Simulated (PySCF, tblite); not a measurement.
# C4H7O radical: geometry, infrared bands and EPR parameters

Aim: predict the infrared bands and EPR parameters of C4H7O radical (`C[CH]C(C)=O`).

Programs: tblite 0.8.0 and PySCF 2.14.0, with density-fitted response routines of our own. Each step states its level of theory. These are calculated values for one molecule in the gas phase, unless marked as measured. Atoms are numbered from 0 throughout.

## Step 1: The molecule as given

12 atoms, charge 0, multiplicity 2; geometry from: force field or distance geometry start.

Bonds of the start (Å): C0–C1 1.47, C1–C2 1.49, C2–C3 1.49, C2–O4 1.23, C0–H5 1.09, C0–H6 1.09, C0–H7 1.09, C1–H8 1.08, C3–H9 1.08, C3–H10 1.10, C3–H11 1.09.

## Step 2: Geometry optimisation with GFN2-xTB

The job: settings as JSON, then the geometry in Å.

```
{"job": {"kind": "relax", "xc": "GFN2-xTB", "basis": "xTB"}, "charge": 0, "multiplicity": 2}
C     -1.904500     0.423900    -0.073300
C     -0.608200    -0.229700    -0.312700
C      0.640100     0.268300     0.333200
C      1.912200    -0.452900     0.031400
O      0.599000     1.244500     1.083000
H     -1.838300     1.327300     0.538600
H     -2.594800    -0.263700     0.424100
H     -2.351900     0.714600    -1.026800
H     -0.539200    -1.114400    -0.931600
H      2.672500     0.259700    -0.259100
H      2.232300    -0.993600     0.937300
H      1.782100    -1.184800    -0.770300
```

On the command line:

```sh
$ OMP_NUM_THREADS=1 python probes_run.py task.json out
```

One launch serves the whole session: the jobs run in the order shown.

The log of the run:

```text
step      E/eV     max force
  0    -438.66170    2.005
  1    -438.73150    0.463
  2    -438.74087    0.335
  3    -438.75129    0.285
  4    -438.75537    0.169
  5    -438.75737    0.107
  6    -438.75832    0.066
  7    -438.75886    0.060
  8    -438.75919    0.051
  9    -438.75951    0.047
 10    -438.75985    0.051
 11    -438.76010    0.050
 12    -438.76024    0.041
 13    -438.76034    0.032
 14    -438.76044    0.028
 15    -438.76053    0.028
 16    -438.76059    0.016
 17    -438.76062    0.016
 18    -438.76064    0.014
 19    -438.76066    0.017
 20    -438.76069    0.017
 21    -438.76072    0.016
 22    -438.76077    0.022
 23    -438.76082    0.025
 24    -438.76089    0.024
 25    -438.76095    0.027
 26    -438.76103    0.027
 27    -438.76115    0.032
 28    -438.76131    0.042
 29    -438.76150    0.037
 30    -438.76163    0.027
 31    -438.76171    0.027
 32    -438.76177    0.027
 33    -438.76186    0.027
 34    -438.76198    0.031
 35    -438.76208    0.031
 36    -438.76218    0.036
 37    -438.76231    0.045
 38    -438.76252    0.055
 39    -438.76286    0.064
 40    -438.76331    0.066
 41    -438.76377    0.055
 42    -438.76411    0.050
 43    -438.76417    0.068
 44    -438.76433    0.038
 45    -438.76440    0.031
 46    -438.76450    0.029
 47    -438.76472    0.031
 48    -438.76491    0.037
 49    -438.76512    0.043
 50    -438.76537    0.042
 51    -438.76581    0.043
 52    -438.76630    0.065
 53    -438.76654    0.057
 54    -438.76684    0.050
 55    -438.76705    0.046
 56    -438.76762    0.047
 57    -438.76820    0.073
 58    -438.76912    0.119
 59    -438.76996    0.099
 60    -438.77123    0.067
 61    -438.77189    0.060
 62    -438.77186    0.129
 63    -438.77254    0.059
 64    -438.77281    0.049
 65    -438.77358    0.033
 66    -438.77374    0.040
 67    -438.77395    0.035
 68    -438.77407    0.022
 69    -438.77416    0.020
 70    -438.77421    0.015
 71    -438.77426    0.024
 72    -438.77433    0.023
 73    -438.77445    0.028
 74    -438.77458    0.032
 75    -438.77470    0.031
 76    -438.77478    0.028
 77    -438.77484    0.023
 78    -438.77489    0.038
 79    -438.77495    0.022
 80    -438.77500    0.016
 81    -438.77506    0.024
 82    -438.77509    0.023
 83    -438.77526    0.030
 84    -438.77556    0.038
 85    -438.77608    0.052
 86    -438.77655    0.075
 87    -438.77604    0.181
 88    -438.77735    0.048
 89    -438.77756    0.055
 90    -438.77787    0.052
 91    -438.77848    0.035
 92    -438.77861    0.022
 93    -438.77866    0.024
 94    -438.77869    0.012
 95    -438.77870    0.013
 96    -438.77871    0.011
 97    -438.77872    0.009
```

Wall time 0.38 s (1 thread of Arm Neoverse V1, shared host).

Step by step: (not every step is listed)

```csv
step,energy from step 0 (eV),largest force (eV/Å)
0,0.0000,2.0047
1,-0.0698,0.4629
2,-0.0792,0.3354
3,-0.0896,0.2849
4,-0.0937,0.1686
5,-0.0957,0.1070
6,-0.0966,0.0664
7,-0.0972,0.0599
8,-0.0975,0.0505
16,-0.0989,0.0158
24,-0.0992,0.0244
32,-0.1001,0.0275
40,-0.1016,0.0659
48,-0.1032,0.0367
56,-0.1059,0.0466
64,-0.1111,0.0492
72,-0.1126,0.0230
80,-0.1133,0.0164
88,-0.1157,0.0485
92,-0.1169,0.0224
93,-0.1170,0.0237
94,-0.1170,0.0116
95,-0.1170,0.0128
96,-0.1170,0.0114
97,-0.1170,0.0087
```

Distances of close pairs at the start and the end, largest changes first:

```
  bond  before (Å)  after (Å)  change (Å)
 C1–C2       1.491      1.427      -0.064
 C2–C3       1.493      1.515      +0.022
C3–H10       1.102      1.088      -0.014
 C0–H5       1.093      1.088      -0.005
C3–H11       1.093      1.088      -0.005
 C3–H9       1.082      1.086      +0.004
 C1–H8       1.082      1.080      -0.002
 C0–C1       1.471      1.469      -0.002
```

The end geometry stands in the next job.

## Step 3: Vibrational analysis with GFN2-xTB

The job: settings as JSON, then the geometry in Å.

```
{"job": {"kind": "ir", "xc": "GFN2-xTB", "basis": "xTB"}, "charge": 0, "multiplicity": 2}
C     -1.893254     0.393249    -0.039255
C     -0.589204    -0.267049    -0.187349
C      0.622335     0.359974     0.230253
C      1.887949    -0.444222     0.011126
O      0.646253     1.480997     0.737219
H     -1.761729     1.371246     0.418492
H     -2.566103    -0.213362     0.572813
H     -2.381444     0.503447    -1.011305
H     -0.548267    -1.252761    -0.625877
H      2.746419     0.115236     0.371096
H      1.823068    -1.389935     0.545111
H      2.015176    -0.657504    -1.048352
```

The log of the run:

```text
mode    cm-1     km/mol
  1      82.4      0.01
  2     107.3      2.17
  3     141.2      1.36
  4     235.2      7.53
  5     401.1      4.83
  6     498.2      1.93
  7     593.8      9.12
  8     641.4     10.24
  9     843.4      4.72
 10     921.5     17.09
 11     981.5     14.96
 12     991.0      9.41
 13    1046.9     60.62
 14    1152.6     70.45
 15    1185.4     18.91
 16    1364.1     27.67
 17    1371.1     33.91
 18    1384.3      2.13
 19    1424.9     13.45
 20    1454.9     28.43
 21    1460.5      7.52
 22    1466.6      9.82
 23    1590.0    182.21
 24    2937.6      7.00
 25    2966.1      7.74
 26    3022.0     18.52
 27    3027.6      7.72
 28    3043.4      1.81
 29    3064.3      9.97
 30    3083.3     31.05
```

It took 0.21 s on 1 thread of Arm Neoverse V1, shared host.

The strongest bands and the atoms that carry them (share of the mass-weighted mode):

```
cm⁻¹  km/mol                                 atoms
1047    60.6    H8 25 %, C1 14 %, H5 11 %, C0 11 %
1153    70.5    C1 30 %, C2 20 %, C0 16 %, H5 10 %
1185    18.9             H8 50 %, C2 15 %, C0 12 %
1364    27.7    H7 26 %, H6 26 %, H5 19 %, C0 11 %
1371    33.9  H10 25 %, H11 25 %, H9 21 %, C3 17 %
1455    28.4             H6 22 %, H7 22 %, H5 16 %
1590   182.2                      C2 61 %, O4 35 %
3083    31.1                               H8 90 %
```

## Step 4: EPR parameters: B3LYP/pcH-1

The job, as its differences from that of step 3:

```diff
@@ -1,2 +1,2 @@
-{"job": {"kind": "ir", "xc": "GFN2-xTB", "basis": "xTB"}, "charge": 0, "multiplicity": 2}
+{"job": {"kind": "epr", "basis": "pcH-1"}, "charge": 0, "multiplicity": 2}
 C     -1.893254     0.393249    -0.039255
```

Method: UKS B3LYP, pcH-1 on C H O, non-relativistic, mean-field spin-orbit, GIAO.

The log of the run:

```text
UKS, coarse grid
  cycle   1  E = -231.68153958  |g| = 6.18e-01
  cycle   2  E = -230.42496996  |g| = 1.69e+00
  cycle   3  E = -231.80097401  |g| = 2.65e-01
  cycle   4  E = -231.83776881  |g| = 8.16e-02
  cycle   5  E = -231.84115614  |g| = 2.01e-02
  cycle   6  E = -231.84140345  |g| = 1.11e-02
  cycle   7  E = -231.84150376  |g| = 5.02e-03
  cycle   8  E = -231.84153402  |g| = 1.56e-03
  cycle   9  E = -231.84153708  |g| = 1.03e-03
  cycle  10  E = -231.84153791  |g| = 4.20e-04
UKS, final grid
  cycle   1  E = -231.84148257  |g| = 6.41e-04
  cycle   2  E = -231.84148208  |g| = 1.35e-03
  cycle   3  E = -231.84148276  |g| = 1.39e-04
  cycle   4  E = -231.84148277  |g| = 4.57e-05
  cycle   5  E = -231.84148277  |g| = 1.75e-05
E = -231.84148277 Eh   <S^2> = 0.7619 (exact 0.7500)
g shifts (ppm)      1          2          3
  rmc          -186       -186       -186
  gc             -8         38         30
  oz_so          -7       1894       5249
  total        -201       1746       5093
hyperfine (MHz)  atom isotope    a_iso     a_fc   dipolar eigenvalues
    0   13C     -26.48     -26.48     -2.77      0.53      2.23
    1   13C      65.59      65.59    -64.74    -63.76    128.51
    2   13C     -37.80     -37.80    -10.79      2.24      8.54
    3   13C      -2.59      -2.59     -1.22      0.48      0.74
    4   17O     -19.35     -19.35    -89.47     44.52     44.94
    5    1H       1.95       1.95     -4.20     -2.30      6.51
    6    1H     101.21     101.21     -4.85     -2.96      7.81
    7    1H     102.28     102.28     -4.86     -2.95      7.81
    8    1H     -50.69     -50.69    -30.73     -1.53     32.25
    9    1H      -1.74      -1.74     -2.03     -1.09      3.13
   10    1H       2.58       2.58     -3.05     -1.81      4.87
   11    1H       2.67       2.67     -3.03     -1.79      4.82
```

Wall time 27 s (1 thread of Arm Neoverse V1, shared host); peak memory 0.67 GiB.

Principal g values 2.00212, 2.00407, 2.00741; g(iso) = 2.00453, against 2.00232 for a free electron.

Mean a(iso) over the nuclei that a row names, and the largest dipolar term of the row (other rows stand at the frozen geometry):

```csv
nuclei,isotope,a(iso) (MHz),"a(iso) (G, at g = 2.0023)",largest dipolar term (MHz)
"H5, H6, H7",1H,68.5,24.4,7.8
C1,13C,65.6,23.4,128.5
H8,1H,-50.7,-18.1,32.3
C2,13C,-37.8,-13.5,-10.8
C0,13C,-26.5,-9.4,-2.8
O4,17O,-19.3,-6.9,-89.5
C3,13C,-2.6,-0.9,-1.2
"H9, H10, H11",1H,1.2,0.4,4.9
```

Mulliken spin populations:

| atom | value (e) |
| --- | --- |
| C0 | -0.06 |
| C1 | 0.83 |
| C2 | -0.10 |
| C3 | 0.00 |
| O4 | 0.29 |
| H5 | 0.00 |
| H6 | 0.04 |
| H7 | 0.04 |
| H8 | -0.03 |
| H9 | 0.00 |
| H10 | 0.00 |
| H11 | 0.00 |

In first order the couplings over 0.8 MHz of 1H give 32 distinct lines over 92.7 G, if the averaged nuclei exchange fast.

Orbitals, density, ELF and potential are computed afterwards from the orbital file.

ELF in a plane through or near 8 of the atoms.

Values, 10 rows by 14 columns:
```
0.00 0.00 0.00 0.00 0.00 0.00 0.00 0.00 0.00 0.00 0.00 0.00 0.00 0.00
0.00 0.00 0.00 0.00 0.00 0.02 0.06 0.04 0.00 0.00 0.00 0.00 0.00 0.00
0.00 0.00 0.00 0.00 0.01 0.66 0.82 0.74 0.14 0.02 0.07 0.00 0.00 0.00
0.00 0.00 0.58 0.98 0.23 0.43 0.46 0.85 0.06 0.97 0.99 0.12 0.00 0.00
0.00 0.01 0.89 1.00 0.95 0.75 0.56 0.47 0.23 0.92 0.81 0.08 0.01 0.00
0.00 0.00 0.13 0.46 0.29 0.71 0.52 0.55 0.80 0.23 0.64 0.16 0.01 0.00
0.00 0.00 0.02 0.17 0.54 0.23 0.18 0.97 0.64 0.20 0.34 0.07 0.01 0.00
0.00 0.00 0.00 0.03 0.06 0.02 0.46 0.99 0.82 0.01 0.02 0.01 0.00 0.00
0.00 0.00 0.00 0.00 0.00 0.00 0.00 0.11 0.02 0.00 0.00 0.00 0.00 0.00
0.00 0.00 0.00 0.00 0.00 0.00 0.00 0.00 0.00 0.00 0.00 0.00 0.00 0.00
```
The map spans 10.6 Å across and 8.7 Å up, centred on the molecule. Atoms in the plane (x, y in Å): C0 (1.9, 0.0), C1 (0.5, -0.4), C2 (-0.5, 0.5), C3 (-1.9, -0.1), O4 (-0.4, 1.7), H5 (2.0, 1.1), H8 (0.3, -1.5), H9 (-2.7, 0.7).

On the surface of density 0.002 e/bohr³ the electrostatic potential runs, from the 1st to the 99th percentile, from -1.82 V near O4 to 1.17 V near H8.

The spin density lies nearest to C1 51 %; O4 23 %; C2 8 % (both signs); H8 7 %.

## Step 5: Results

| quantity | value |
| --- | --- |
| strongest single infrared mode (GFN2-xTB) | 1590 cm⁻¹, 182 km/mol |
| zero-point energy (GFN2-xTB) | 60.7 kcal/mol |
| g(iso) (B3LYP) | 2.00453 |
| ⟨S²⟩ | 0.762 (exact 0.75) |
| largest a(iso) (averaged by class) | 1H on H5, H6, H7, 68.5 MHz |
| surface potential, 1st and 99th percentile | -1.82 V and 1.17 V |

The optimisation took 97 steps and gained 0.117 eV; among the close pairs (by a distance rule), C1–C2 changed most, from 1.491 to 1.427 Å. All 30 modes are real, so the xTB geometry is a minimum. The strongest single mode, at 1590 cm⁻¹, moves mainly C2 and O4. GFN2-xTB is a fitted tight-binding method: band positions and strengths are rough. Its intensities can rank the bands wrongly. The largest share of the spin, 0.83 e, sits on C1. The isotropic g lies 2.2 ppt above the free-electron value.
